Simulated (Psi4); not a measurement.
**doublet [Si2NH7]+ at 4 levels**

We compute a comparison of 4 runs (UHF/STO-3G, UB3LYP/6-31G*, UDSD-PBEP86/6-31G*, UMP3/6-31G*) of doublet [Si2NH7]+. 

The calculation is run with Psi4 1.11.

## 1. The structure to begin with

The species is [Si2NH7]+ (10 atoms), meant as a doublet with charge +1. SMILES of the parent species: `[SiH3]N[SiH3]`. Geometry: relaxed at PBE0-D4/def2-TZVP. That shape belongs to the parent species and isn't relaxed for this state.

Bond lengths: Si1–N2 1.726 Å, N2–Si3 1.726 Å, Si1–H4 1.484 Å, Si1–H5 1.490 Å, Si1–H6 1.488 Å, N2–H7 1.011 Å, Si3–H8 1.484 Å, Si3–H9 1.488 Å, Si3–H10 1.490 Å. Some angles: Si1–N2–Si3 128.9°, Si1–N2–H7 115.5°, Si3–N2–H7 115.5°, N2–Si1–H4 107.4°, N2–Si1–H5 112.6°, N2–Si1–H6 110.9°, N2–Si3–H8 107.4°, N2–Si3–H9 110.9°, N2–Si3–H10 112.6°, H4–Si1–H5 109.0°.

## 2. Energy and forces at UHF/STO-3G (run 1)

The input, calc.inp:

```
memory 2200 MB

molecule m {
  1 2
  Si    -1.97060640     1.43314940    -1.66294009
  N      0.22674824     0.94563785     0.69668533
  Si     1.88184597    -1.76738526     1.42748022
  H     -2.59574670    -1.07196604    -2.75567422
  H     -1.00586342     3.10927978    -3.70875759
  H     -4.29776633     2.63344674    -0.63577946
  H      0.68406196     2.48931733     1.72520657
  H      0.76172970    -3.85936877    -0.06564909
  H      1.69553787    -2.34896737     4.17312000
  H      4.62005912    -1.56314366     0.80630834
  units bohr
  symmetry c1
  no_reorient
  no_com
}

set globals {
  basis STO-3G
  reference uhf
  puream true
  e_convergence 1e-09
  d_convergence 1e-08
  scf_type pk
  maxiter 100
}

gradient("hf")
```

The run is started by

```bash
$ psi4 -i calc.inp -o calc.out -n 1
```

calc.out:

```text
[...]
  Running in c1 symmetry.
[...]
  Nuclear repulsion =  156.903590362256068
[...]
  Multiplicity = 2
[...]
  Nalpha       = 21
  Nbeta        = 20
[...]
    Number of basis functions: 30
[...]
   @UHF iter   1:  -628.78686971921854   -2.77052e+00   7.75449e-03 ADIIS/DIIS
[...]
   @UHF iter  14:  -628.85702636147596   -5.68434e-13   6.18320e-09 DIIS
[...]
   @S^2 Observed:                7.632685571E-01
[...]
    Orbital Energies [Eh]
    ---------------------
    Alpha Occupied:
       1A    -68.242939     2A    -68.242920     3A    -15.700023
       4A     -6.220837     5A     -6.220454     6A     -4.246502
       7A     -4.245917     8A     -4.245875     9A     -4.245244
      10A     -4.245130    11A     -4.244906    12A     -1.481263
      13A     -0.974463    14A     -0.968514    15A     -0.849664
      16A     -0.817089    17A     -0.752237    18A     -0.641139
      19A     -0.637629    20A     -0.622480    21A     -0.615286
    Alpha Virtual:
      22A      0.148793    23A      0.283297    24A      0.286435
      25A      0.320071    26A      0.320526    27A      0.334419
[...]
  @UHF Final Energy:  -628.85702636147596
   => Energetics <=
    Nuclear Repulsion Energy =            156.9035903622560681
    One-Electron Energy =               -1175.6843539639969549
    Two-Electron Energy =                 389.9237372402649271
    Total Energy =                       -628.8570263614759597
  UHF NO Occupations:
  HONO-2 :   19  A 1.9987897
  HONO-1 :   20  A 1.9976559
[...]
 Multipole Moments:
 ------------------------------------------------------------------------------------
     Multipole            Electronic (a.u.)      Nuclear  (a.u.)        Total (a.u.)
 ------------------------------------------------------------------------------------
 L = 1.  Multiply by 2.5417464519 to convert [e a0] to [Debye]
 Dipole X            :          0.0291852            0.2066039            0.2357890
 Dipole Y            :         -0.5969200            1.3287609            0.7318409
 Dipole Z            :         -0.6550812            1.1191337            0.4640524
 Magnitude           :                                                    0.8980714
[...]
  -Total Gradient:
     Atom            X                  Y                   Z
    ------   -----------------  -----------------  -----------------
       1        0.092957596763    -0.013443045919     0.094629426370
       2       -0.008737144258    -0.020075122134    -0.009905188195
       3       -0.061340830279     0.114736640373    -0.029122905610
       4       -0.012590259881    -0.026157116122    -0.018352146881
       5       -0.002098069766     0.018707050785    -0.031337960950
       6       -0.032698721047     0.014651608822     0.000207667571
       7       -0.007862740104    -0.029360941204    -0.020608725092
       8       -0.007792422393    -0.030124913431    -0.014537574649
       9        0.005597979696    -0.017199294247     0.030933538067
      10        0.034564611277    -0.011734866921    -0.001906130630
[...]
```

It took 3.6 s on 1 thread of Intel Xeon at 2.70GHz, shared host; peak memory 0.18 GiB.

## 3. The energy at UB3LYP/6-31G(d) (spherical functions) (run 2)

The input, h7nsi2.json:

```json
{
  "schema_name": "qcschema_input",
  "schema_version": 1,
  "molecule": {
    "schema_name": "qcschema_molecule",
    "schema_version": 2,
    "symbols": ["Si", "N", "Si", "H", "H", "H", "H", "H", "H", "H"],
    "geometry": [-1.9706064, 1.4331494, -1.66294009, 0.22674824, 0.94563785, 0.69668533, 1.88184597, -1.76738526, 1.42748022, -2.5957467, -1.07196604, -2.75567422, -1.00586342, 3.10927978, -3.70875759, -4.29776633, 2.63344674, -0.63577946, 0.68406196, 2.48931733, 1.72520657, 0.7617297, -3.85936877, -0.06564909, 1.69553787, -2.34896737, 4.17312, 4.62005912, -1.56314366, 0.80630834],
    "molecular_charge": 1,
    "molecular_multiplicity": 2,
    "fix_symmetry": "c1",
    "fix_com": true,
    "fix_orientation": true
  },
  "driver": "energy",
  "model": {
    "method": "b3lyp",
    "basis": "6-31G*"
  },
  "keywords": {
    "reference": "uks",
    "puream": true,
    "e_convergence": 1e-09,
    "d_convergence": 1e-08,
    "scf_type": "pk",
    "dft_radial_points": 99,
    "dft_spherical_points": 590,
    "maxiter": 100
  }
}
```

The run is started by

```bash
$ psi4 --qcschema h7nsi2.json -n 1 --memory 2200MB
```

stdout:

```text
[...]
  Running in c1 symmetry.
[...]
  Nuclear repulsion =  156.903590362256068
[...]
  Multiplicity = 2
[...]
  Nalpha       = 21
  Nbeta        = 20
[...]
    Number of basis functions: 64
[...]
   @UKS iter   1:  -637.44291256838176   -2.52571e-03   9.77327e-03 ADIIS/DIIS
[...]
   @UKS iter  13:  -637.62914423209895   -9.09495e-13   6.40137e-09 DIIS
[...]
   @S^2 Observed:                7.575706516E-01
[...]
    Orbital Energies [Eh]
    ---------------------
    Alpha Occupied:
       1A    -66.339015     2A    -66.339007     3A    -14.626018
       4A     -5.503659     5A     -5.503657     6A     -3.863303
       7A     -3.863297     8A     -3.860464     9A     -3.860458
      10A     -3.859638    11A     -3.859636    12A     -1.148070
      13A     -0.794937    14A     -0.789064    15A     -0.686022
      16A     -0.639794    17A     -0.632981    18A     -0.561704
      19A     -0.553982    20A     -0.538804    21A     -0.531817
    Alpha Virtual:
      22A     -0.199016    23A     -0.133245    24A     -0.130307
      25A     -0.120974    26A     -0.120493    27A     -0.101401
[...]
  @UKS Final Energy:  -637.62914423209895
   => Energetics <=
    Nuclear Repulsion Energy =            156.9035903622560681
    One-Electron Energy =               -1183.6344762751768940
    Two-Electron Energy =                 430.3459094465936232
    DFT Exchange-Correlation Energy =     -41.2441677657718699
    Empirical Dispersion Energy =           0.0000000000000000
    VV10 Nonlocal Energy =                  0.0000000000000000
    Total Energy =                       -637.6291442320989518
[...]
 Multipole Moments:
 ------------------------------------------------------------------------------------
     Multipole            Electronic (a.u.)      Nuclear  (a.u.)        Total (a.u.)
 ------------------------------------------------------------------------------------
 L = 1.  Multiply by 2.5417464519 to convert [e a0] to [Debye]
 Dipole X            :          0.0392225            0.2066039            0.2458264
 Dipole Y            :         -0.6830590            1.3287609            0.6457019
 Dipole Z            :         -0.7567684            1.1191337            0.3623653
 Magnitude           :                                                    0.7801732
[...]
```

The result, in JSON:

```text
{
 "driver": "energy",
 "model": {
  "method": "b3lyp",
  "basis": "6-31G*"
 },
 "success": true,
 "return_result": -637.629144232099,
 "properties": {
  "calcinfo_nbasis": 64,
  "calcinfo_nmo": 64,
  "calcinfo_nalpha": 21,
  "calcinfo_nbeta": 20,
  "calcinfo_natom": 10,
  "nuclear_repulsion_energy": 156.90359036225607,
  "return_energy": -637.629144232099,
  "scf_one_electron_energy": -1183.634476275177,
  "scf_two_electron_energy": 430.3459094465936,
  "scf_xc_energy": -41.24416776577187,
  "scf_dipole_moment": [0.24582636681062117, 0.6457018824404229, 0.36236531653739146],
  "scf_total_energy": -637.629144232099,
  "scf_iterations": 13
 }
}
```

It took 32 s on 1 thread of Intel Xeon at 2.70GHz, shared host; peak memory 1.2 GiB.

Run 3 isn't shown in full; the table further down has it.

## 4. A single-point energy at UMP3/6-31G(d) (spherical functions) (run 4)

The input, job.py:

```python
import psi4

psi4.set_memory(2200000000)
psi4.set_num_threads(1)
psi4.core.set_output_file('output.dat', False)

m = psi4.geometry("""
1 2
Si
N 1 1.725626
Si 2 1.725629 1 128.94281
H 1 1.483629 2 107.37908 3 10.1699
H 1 1.489755 4 108.97528 2 122.21035
H 1 1.488432 4 109.82499 5 117.08941
H 2 1.010983 1 115.47104 4 -173.90176
H 3 1.483631 2 107.37706 7 173.95868
H 3 1.488436 8 109.82301 2 120.70542
H 3 1.489742 8 108.97874 9 117.08866
symmetry c1
""")

options = {'basis': '6-31G*', 'reference': 'uhf', 'puream': True, 'e_convergence': 1e-09, 'd_convergence': 1e-08, 'scf_type': 'pk', 'num_frozen_docc': 11, 'maxiter': 100, 'mp_type': 'conv'}
psi4.set_options(options)

e = psi4.energy('mp3', molecule=m)
print('E =', round(e, 9))
```

The run is started by

```bash
$ python job.py
```

output.dat:

```text
[...]
  Running in c1 symmetry.
[...]
  Nuclear repulsion =  156.903613821312916
[...]
  Multiplicity = 2
[...]
  Nalpha       = 21
  Nbeta        = 20
[...]
    Number of basis functions: 64
[...]
   @UHF iter   1:  -635.94454138058268   -3.57139e-01   4.73163e-03 DIIS/ADIIS
[...]
   @UHF iter  15:  -636.06639858475728   -3.41061e-12   6.34182e-09 DIIS
[...]
   @S^2 Observed:                7.641171708E-01
[...]
    Orbital Energies [Eh]
    ---------------------
    Alpha Occupied:
       1A    -68.984320     2A    -68.984316     3A    -15.914696
       4A     -6.349452     5A     -6.349450     6A     -4.455955
       7A     -4.455942     8A     -4.453816     9A     -4.453812
      10A     -4.453566    11A     -4.453557    12A     -1.516160
      13A     -1.010584    14A     -1.010203    15A     -0.884688
      16A     -0.854777    17A     -0.801443    18A     -0.688779
      19A     -0.685343    20A     -0.667094    21A     -0.665575
    Alpha Virtual:
      22A     -0.081599    23A     -0.020791    24A     -0.011324
      25A      0.002454    26A      0.005592    27A      0.027508
[...]
  @UHF Final Energy:  -636.06639858475728
   => Energetics <=
    Nuclear Repulsion Energy =            156.9036138213129163
    One-Electron Energy =               -1182.8578537943540141
    Two-Electron Energy =                 389.8878413882836753
    Total Energy =                       -636.0663985847572803
  UHF NO Occupations:
  HONO-2 :   19  A 1.9976936
  HONO-1 :   20  A 1.9974119
[...]
 Multipole Moments:
 ------------------------------------------------------------------------------------
     Multipole            Electronic (a.u.)      Nuclear  (a.u.)        Total (a.u.)
 ------------------------------------------------------------------------------------
 L = 1.  Multiply by 2.5417464519 to convert [e a0] to [Debye]
 Dipole X            :          0.0681927            0.0249130            0.0931057
 Dipole Y            :          1.3791310           -0.5289470            0.8501839
 Dipole Z            :          0.6587404           -0.2526658            0.4060746
 Magnitude           :                                                    0.9467724
[...]
	SCS-MP2 Total Energy (a.u.)        :  -636.35749664419882
	SOS-MP2 Total Energy (a.u.)        :  -636.36176131992102
[...]
	SOS-PI-MP2 Total Energy (a.u.)     :  -636.38448153031823
[...]
	MP2 Total Energy (a.u.)            :  -636.34896729275465
[...]
	SCS-MP3 Total Energy (a.u.)        :  -636.36771566034895
[...]
	MP3 Total Energy (a.u.)            :  -636.38984335735518
[...]
```

On the terminal:

```text
E = -636.389843357
```

Wall time 7.8 s (1 thread of Intel Xeon at 2.70GHz, shared host); peak memory 0.31 GiB.

## 5. Overview of the runs

```
run                                                                      level      task         integration grid  energy (Eh)  HOMO energy (eV)  LUMO energy (eV)   ⟨S²⟩  wall time
  1                                                                 UHF/STO-3G  gradient                        –  -628.857026            -16.74             -2.58  0.763      3.6 s
  2                                        UB3LYP/6-31G* (spherical functions)    energy  99 radial × 590 angular  -637.629144            -14.47            -11.68  0.758       32 s
  3  UDSD-PBEP86/6-31G* (density fitting for correlation, spherical functions)    energy  99 radial × 590 angular  -636.834060            -16.83             -8.81  0.763       25 s
  4                                          UMP3/6-31G* (spherical functions)    energy                        –  -636.389843            -17.99             -6.77  0.764      7.8 s
```

## 6. Outcome

| quantity | value |
| --- | --- |
| run 4: total energy | -636.38984 Eh |
| run 4: HOMO energy (Hartree–Fock orbitals) (highest over α and β) | -17.99 eV |
| run 4: LUMO energy (Hartree–Fock orbitals) (lowest over α and β) | -6.77 eV |
| run 4: correlation energy (11 core orbitals frozen) | -323.4 mEh |
| run 4: ⟨S²⟩ of the reference determinant | 0.764 |

What this shows: Totals of different functionals can't be ranked against each other. In run 1 the basis is minimal, so the values are rough. All runs together took 68 s, the longest 32 s.
